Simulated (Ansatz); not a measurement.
**A basis-limit estimate, worked out**

The pair of HCl (SMILES Cl, atoms 1–2) and CO (SMILES [C-]#[O+], atoms 3–4), both closed shells, in one local arrangement (a lower one may exist), relaxed at PBE0-D4/def2-TZVP:

```json
{"atom": "Cl1", "x (Å)": "-0.0874", "y (Å)": "-0.2236", "z (Å)": "-2.3601"}
{"atom": "H2", "x (Å)": "-0.0413", "y (Å)": "-0.1027", "z (Å)": "-1.0803"}
{"atom": "C3", "x (Å)": "0.0425", "y (Å)": "0.1100", "z (Å)": "1.1626"}
{"atom": "O4", "x (Å)": "0.0862", "y (Å)": "0.2163", "z (Å)": "2.2778"}
```

Both fragments are computed in the basis of the whole pair.

Computed with Ansatz 0.2.0 (basis: def2-TZVPPD and def2-QZVPPD); correlated methods freeze the cores.

Energies in eV:

| quantity | pair | first fragment | second fragment |
| --- | --- | --- | --- |
| Hartree–Fock, triple zeta (X = 3) | -15589.02419 | -12519.95365 | -3069.07585 |
| Hartree–Fock, quadruple zeta (X = 4) | -15589.48779 | -12520.28947 | -3069.20405 |
| MP2 correlation, X = 3 | -15.31112 | -5.59135 | -9.62138 |
| MP2 correlation, X = 4 | -16.51123 | -6.09749 | -10.30921 |
| CCSD(T) correlation, X = 3 | -16.63141 | -6.37563 | -10.17686 |

Q: Work out the interaction energy at the basis limit: extrapolate Hartree–Fock as E(X) = E∞ + A exp(−7.88 √X) and the MP2 correlation as E(X) = E∞ + B X^−2.97 (the exponents that Neese and Valeev fitted for def2-TZVPP and QZVPP, reused here for the diffuse sets), then add CCSD(T) − MP2 in triple zeta.

A: Each step is linear, so take the differences first (pair − first fragment − second fragment): Hartree–Fock 0.00531 (X = 3) and 0.00573 (X = 4); MP2 correlation -0.09839 and -0.10453; CCSD(T) correlation -0.07892.
Two points give E∞ = E(4) + w [E(4) − E(3)], with w = 1/(exp(7.88 (2 − √3)) − 1) = 0.1377 for Hartree–Fock and w = 1/((4/3)^2.97 − 1) = 0.7407 for the correlation.
Hartree–Fock: 0.00573 + 0.1377 × 0.00042 = 0.0058 eV.
MP2 correlation: -0.10453 + 0.7407 × (-0.00614) = -0.1091 eV.
CCSD(T) − MP2: -0.07892 − (-0.09839) = 0.0195 eV.
Sum: 0.0058 + (-0.1091) + 0.0195 = -0.0838 eV, or -1.93 kcal/mol. Plain CCSD(T) in triple zeta gives -0.0736 eV, so the larger basis shifts the result by -0.0102 eV.

No T1 diagnostic of these runs exceeds 0.020.

For scale, one of the runs: CCSD(T)/def2-TZVPPD, 145 basis functions, launched by `ansatz run in.yaml --threads 2 --pin off --events-out ev --progress --plain --max-ram 5222MiB`. Time: 10 s of wall clock on 2 CPU threads of an Intel Xeon Platinum 8259CL; the host was shared. Peak host memory: 0.87 GiB.
